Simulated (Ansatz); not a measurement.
```yaml
crystal:
  periodic: [false, false, false]
  atoms:
    - {symbol: Mg, position_ang: [-0.001815, 0.003023, -0.331979]}
    - {symbol: C, position_ang: [0.000597, -0.006532, 1.753333]}
    - {symbol: H, position_ang: [0.053463, 1.006219, 2.162140]}
    - {symbol: H, position_ang: [0.853636, -0.563379, 2.151219]}
    - {symbol: H, position_ang: [-0.904274, -0.472348, 2.153742]}
    - {symbol: N, position_ang: [-0.001112, 0.009141, -2.227919]}
    - {symbol: H, position_ang: [0.811302, 0.000404, -2.829175]}
    - {symbol: H, position_ang: [-0.811798, 0.023462, -2.831360]}
basis:
  gaussian: {orbitals: def2-mTZVPP}
total_charge: 1
magnetization: {spin_polarized: true, initial_magnetization: 1}
hamiltonian: {xc: {name: PBE0-DH}}
accuracy: high
output: {forces: true}
```

```sh
$ ansatz run in.yaml --threads 4 --pin off --events-out ev --progress --plain --max-ram 3916MiB
```

Output, abridged:

```
Functional definition: PBE0-DH
1747 factors; integrals over basis functions are off by at most 1.3e-8 eV
mean field evaluation 1: about -8023.6947 eV, gradient 5.7e1 eV
mean field evaluation 2: about -8023.7144 eV, gradient 5.7e1 eV
mean field evaluation 4: about -8034.1339 eV, gradient 1.9e1 eV
mean field evaluation 8: about -8037.2944 eV, gradient 1.3e0 eV
mean field evaluation 16: about -8037.3283 eV, gradient 3.3e-3 eV
mean field evaluation 32: about -8037.3283 eV, gradient 1.0e-7 eV
mean field evaluation 64: about -7985.9993 eV, gradient 5.3e1 eV
mean field -8037.32828917 eV, -295.3663667303 hartree, gradient 1.2e-8 eV, S^2 0.754474; 2 other end points of the search recorded, 0 dependent functions left out
3 core orbitals not correlated: weight in the atoms' cores, before any rotation towards them, 1.000 or more for the frozen orbitals, at most 0.000 for the correlated occupied ones
reference -8037.32829127 eV, -295.3663668075 hartree; 12, 11 occupied and 67, 68 virtual orbitals, 1747 factors
second order -13.23440909 eV of doubles, -0.00000000 eV of singles
Total energy: -8038.98259241 eV, -295.4271612529 hartree
Atom 0 at    -0.001815     0.003023    -0.331979 Å, force    -0.000973    -0.009703     2.964498 eV/Å
Atom 1 at     0.000597    -0.006532     1.753333 Å, force    -0.001894    -0.014742     0.052953 eV/Å
Atom 2 at     0.053463     1.006219     2.162140 Å, force    -0.005047    -0.104767    -0.135844 eV/Å
Atom 3 at     0.853636    -0.563379     2.151219 Å, force    -0.088178     0.064760    -0.135302 eV/Å
Atom 4 at    -0.904274    -0.472348     2.153742 Å, force     0.094479     0.054946    -0.136095 eV/Å
Atom 5 at    -0.001112     0.009141    -2.227919 Å, force     0.001675     0.008752    -1.992315 eV/Å
Atom 6 at     0.811302     0.000404    -2.829175 Å, force     0.370665    -0.004886    -0.309063 eV/Å
Atom 7 at    -0.811798     0.023462    -2.831360 Å, force    -0.370727     0.005642    -0.308831 eV/Å
Dipole moment:    -0.001056     0.006479    -1.546850 e Å
```

It took 8.5 s on 4 threads of Arm Neoverse V2 on a shared host.

Correlated methods freeze 3 core orbitals; core or outer-core shells of Mg are correlated, in sets that lack core-valence functions.

The dipole of an ion depends on the origin.
